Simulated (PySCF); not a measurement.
Input of a run (PBE0-D3(BJ)/def2-SVP geometry optimisation, gas phase (PySCF 2.14.0)), started from GFN2-xTB:
```
{"job": {"xc": "PBE0", "basis": "def2-SVP", "d3": "d3bj", "grid": 1, "shake": 0.01, "kind": "geom"}, "charge": -1, "multiplicity": 1}
O     -0.707160    -1.313740    -0.003040
P     -0.003070    -0.003330    -0.008030
O     -0.769390     1.275780    -0.011810
O      1.517610     0.015920    -0.010130
```

Output (energies in Eh, forces in Eh/bohr):
```
step   0  E = -566.48283429  max force = 0.034797
step   1  E = -566.47732121  max force = 0.041216
step   2  E = -566.48115634  max force = 0.021566
step   3  E = -566.48321647  max force = 0.011135
step   4  E = -566.48366625  max force = 0.001811
step   5  E = -566.48368333  max force = 0.000467
step   6  E = -566.48368370  max force = 0.000223
optimisation converged
```

Question: Summarise the run.

Answer: The energy falls by 2.2 kJ/mol over 7 energy and gradient evaluations, the largest force component goes from 0.0348 to 2.2e-04 Eh/bohr, and the atoms move by 0.010 Å rms after alignment. The bond that changes most is P2–O4 (ends: three-coordinate phosphorus; oxygen bonded to P), which shortens by 0.019 Å. Bonds longer at the end by more than 0.005 Å: 2 of 3; shorter: 1. The energy rose by more than 1e-6 Eh at step 1.

Question: What are the final bond lengths?

Answer: O1=P2 1.501 Å, P2=O3 1.502 Å, P2–O4 1.501 Å. Numbering counts from 1 in the input's order; the species is `O=P(=O)[O-]`.

The run used 60 basis functions and 50 SCF cycles in all.

No frequency check.
